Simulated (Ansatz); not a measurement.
All values below come from B3LYP-D3(BJ)/def2-SVP (Ansatz, a first-principles code). No frequencies were computed at this level.

Ansatz 0.2 input:
```yaml
crystal:
  periodic: [false, false, false]
  atoms:
    - { symbol: C, position_ang: [1.175048, -0.169113, 0.020779] }
    - { symbol: C, position_ang: [0.307565, -1.246771, -0.060662] }
    - { symbol: C, position_ang: [-1.055755, -0.991356, -0.081517] }
    - { symbol: N, position_ang: [-1.568333, 0.225715, -0.027734] }
    - { symbol: C, position_ang: [-0.735621, 1.249171, 0.049838] }
    - { symbol: C, position_ang: [0.644277, 1.109782, 0.077494] }
    - { symbol: H, position_ang: [2.244723, -0.323061, 0.039695] }
    - { symbol: H, position_ang: [0.678709, -2.259134, -0.106812] }
    - { symbol: H, position_ang: [-1.77478, -1.798124, -0.144267] }
    - { symbol: H, position_ang: [-1.199768, 2.226221, 0.091666] }
    - { symbol: H, position_ang: [1.283935, 1.97667, 0.141518] }
basis:
  gaussian: { orbitals: def2-svp }
hamiltonian:
  xc: b3lyp
  dispersion: d3bj
relax:
  max_steps: 150
```

Output:

```
Functional definition: B3LYP
1276 factors; integrals over basis functions are off by at most 4.8e-4 eV
mean field evaluation 1: about -6744.8565 eV, gradient 4.8e1 eV
mean field evaluation 2: about -6744.1623 eV, gradient 5.4e1 eV
mean field evaluation 4: about -6751.1615 eV, gradient 4.0e0 eV
mean field evaluation 8: about -6751.2439 eV, gradient 4.5e-2 eV
mean field evaluation 16: about -6751.2439 eV, gradient 1.2e-5 eV
mean field -6751.24389834 eV, -248.1036371066 hartree, gradient 1.2e-5 eV, S^2 0.000000; 0 other end points of the search recorded, 0 dependent functions left out
reference -6751.24411141 eV, -248.1036449365 hartree; 21, 21 occupied and 88, 88 virtual orbitals, 1276 factors
relax step   1: F+E_penalty+E_count = -6751.71198753 eV  Δ(F+E_penalty+E_count) = +0.000e0 eV  max|allowed force component| = 7.312e-1 eV/Å  Δτ_max = 0.0000 Å  (28 SCF iters, accepted)
these checks for a lower state are left out or cut short: starts, cluster_reference, orbital_swaps, neighbouring_geometries, increment
1276 factors; integrals over basis functions are off by at most 4.9e-4 eV
mean field -6751.28518338 eV, -248.1051543037 hartree, gradient 1.9e-5 eV, S^2 0.000000; 0 other end points of the search recorded, 0 dependent functions left out
reference -6751.28539831 eV, -248.1051622022 hartree; 21, 21 occupied and 88, 88 virtual orbitals, 1276 factors
relax step   2: F+E_penalty+E_count = -6751.75165285 eV  Δ(F+E_penalty+E_count) = -3.967e-2 eV  max|allowed force component| = 2.224e-1 eV/Å  Δτ_max = 0.0237 Å  (31 SCF iters, accepted)
these checks for a lower state are left out or cut short: starts, cluster_reference, orbital_swaps, neighbouring_geometries, increment
1276 factors; integrals over basis functions are off by at most 5.0e-4 eV
mean field evaluation 32: about -6751.2889 eV, gradient 2.0e-5 eV
mean field -6751.28885667 eV, -248.1052892947 hartree, gradient 2.0e-5 eV, S^2 0.000000; 0 other end points of the search recorded, 0 dependent functions left out
reference -6751.28907224 eV, -248.1052972166 hartree; 21, 21 occupied and 88, 88 virtual orbitals, 1276 factors
relax step   3: F+E_penalty+E_count = -6751.75474743 eV  Δ(F+E_penalty+E_count) = -3.095e-3 eV  max|allowed force component| = 2.673e-2 eV/Å  Δτ_max = 0.0087 Å  (33 SCF iters, accepted)
these checks for a lower state are left out or cut short: starts, cluster_reference, orbital_swaps, neighbouring_geometries, increment
1276 factors; integrals over basis functions are off by at most 5.0e-4 eV
mean field -6751.28895297 eV, -248.1052928337 hartree, gradient 4.6e-5 eV, S^2 0.000000; 0 other end points of the search recorded, 0 dependent functions left out
reference -6751.28916855 eV, -248.1053007562 hartree; 21, 21 occupied and 88, 88 virtual orbitals, 1276 factors
relax step   4: F+E_penalty+E_count = -6751.75483207 eV  Δ(F+E_penalty+E_count) = -8.463e-5 eV  max|allowed force component| = 9.836e-3 eV/Å  Δτ_max = 0.0016 Å  (23 SCF iters, accepted)
1276 factors; integrals over basis functions are off by at most 5.0e-4 eV
mean field -6751.28895297 eV, -248.1052928337 hartree, gradient 4.6e-5 eV, S^2 0.000000; 1 other end points of the search recorded, 0 dependent functions left out
reference -6751.28916855 eV, -248.1053007562 hartree; 21, 21 occupied and 88, 88 virtual orbitals, 1276 factors
Total energy: -6751.75504765 eV, -248.1224214972 hartree
Atom 0 at     1.183522    -0.170333     0.020929 Å, force     0.004442    -0.000639     0.000079 eV/Å
Atom 1 at     0.308114    -1.254935    -0.061097 Å, force     0.001335     0.001367     0.000109 eV/Å
Atom 2 at    -1.067152    -0.999622    -0.082263 Å, force     0.002000     0.009661     0.000582 eV/Å
Atom 3 at    -1.588439     0.228609    -0.028090 Å, force    -0.005675     0.000817    -0.000100 eV/Å
Atom 4 at    -0.744244     1.260319     0.050230 Å, force    -0.000786    -0.009836    -0.000561 eV/Å
Atom 5 at     0.647090     1.117462     0.077988 Å, force     0.000898    -0.001689    -0.000070 eV/Å
Atom 6 at     2.265282    -0.326020     0.040058 Å, force    -0.003364     0.000484    -0.000059 eV/Å
Atom 7 at     0.680458    -2.280832    -0.107960 Å, force    -0.005489     0.001830    -0.000040 eV/Å
Atom 8 at    -1.780273    -1.830241    -0.146173 Å, force     0.006173    -0.001142     0.000095 eV/Å
Atom 9 at    -1.196047     2.258593     0.093541 Å, force     0.006244    -0.000646     0.000124 eV/Å
Atom 10 at     1.291689     1.997001     0.142834 Å, force    -0.005780    -0.000208    -0.000159 eV/Å
Dipole moment:     0.439088    -0.063194     0.007765 e Å
```

Cost: around 30 core-seconds (rough).
